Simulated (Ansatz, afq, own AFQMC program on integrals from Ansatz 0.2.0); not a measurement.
Integrals from Ansatz 0.2.0, then the random walk in our own AFQMC program (afq).

```yaml
crystal:
  periodic: [false, false, false]
  atoms:
    - {symbol: B, position_ang: [0.000000, 0.000000, 0.000000]}
    - {symbol: Al, position_ang: [0.000000, 0.000000, 1.605000]}
basis:
  gaussian: {orbitals: cc-pVDZ}
magnetization: {spin_polarized: true, initial_magnetization: 2}
correlation: {method: ccsd_t, electrons: outside_noble_gas, hamiltonian_folder: ham}
```

```sh
$ ansatz run in.yaml --threads 1 --pin off --events-out ev --progress --plain --max-ram 16896MiB --backend cuda --devices 0, --max-vram 18GiB
```

afq runs on the folder ham with

```
--method free --trial hf --walkers 50 --time-step 0.08 --max-blocks 120 --target-error 0.00058 --factor-cut 1e-05 --seed 7484 --times 0.0,0.4,0.8,1.6,2.4 --taylor-order 8
```

Times are imaginary, in 1/Eh. The walk had a cap of 60 s.

Output of the walk:

```
orbitals 26  electrons 4 2  factors 184 of 315
reference energy -266.35747845 Eh
CCSD correlation -0.11797886 Eh in 19 cycles, weight of the determinant in the CISD state 0.6507
repeat  energy at the last time / Eh  error
    10  -266.474166  0.003052
    20  -266.481672  0.003430
    30  -266.481391  0.002354
    40  -266.482115  0.002220
    50  -266.482136  0.001963
    60  -266.482043  0.001737
    70  -266.482507  0.001555
    80  -266.482455  0.001448
    90  -266.483141  0.001389
   100  -266.483249  0.001306
   110  -266.483152  0.001266
   120  -266.483273  0.001174
time / (1/Eh)  energy / Eh  error  mean overlap
  0.00  -266.476007  0.000908  1.0000
  0.40  -266.475236  0.000793  1.0097
  0.80  -266.477469  0.000905  1.0077
  1.60  -266.481420  0.001058  1.0088
  2.40  -266.483273  0.001174  1.0075
energy -266.483273 +/- 0.001174 Eh
```

The run passed its tests (error under three times the target), which doesn't prove that it has relaxed.

Against this walk (error 31.9 meV) on the same determinant: CCSD(T) 74.0 meV lower, CCSDT(Q) 232.5 meV lower, CCSDTQ 219.0 meV lower, full CI 220.5 meV lower. The error is statistical, and a free projection of finite length keeps a remainder of its start. The determinant has ⟨S²⟩ = 2.80, so the low cluster orders mix in higher spin, and so can this walk. The projection is still falling at its last time (meV from the last point: 198 ± 25 at 0.00, 219 ± 22 at 0.40, 158 ± 25 at 0.80, 50 ± 29 at 1.60, 0 ± 32 at 2.40), so its energy is a cut-off value, and the gaps above aren't errors of the other methods. Full CI is exact here, so the walk's 220 meV above it is the walk's own error: what remains of the start. The determinant is a poor start (see the cautions), so the low cluster orders aren't to be relied on, and full CI is the sure value.

Cautions: remainder of the start not in the error; start is not spin pure; error above the target (31.9 against 15.8 meV); lower spins were not checked; the search met a lower determinant of the same kind, perhaps of another symmetry (487 meV lower); strong correlation (T1 0.134, weight of the determinant 0.65, largest double 0.27); (T) is large, 9 % of the CCSD correlation; unrestricted determinant spin contaminated (⟨S²⟩ 2.80 against 2.00); the time-step error isn't removed.

The walk took 6.9 s on 1 × NVIDIA H100 80GB HBM3 with 2 threads of AMD EPYC 7R13 Processor (Zen 3), with other jobs on the host (the card was shared). The log's last line is the free-projection energy.

CCSDT and higher add their correlation energy to the determinant of the CCSD(T) run, since their own runs factorise the integrals more tightly (a shift of under 2 meV). A walk keeps the symmetry of its determinant, which the program's search chose and which needn't be the lowest solution, so a lower state of the same spin and another symmetry isn't excluded.
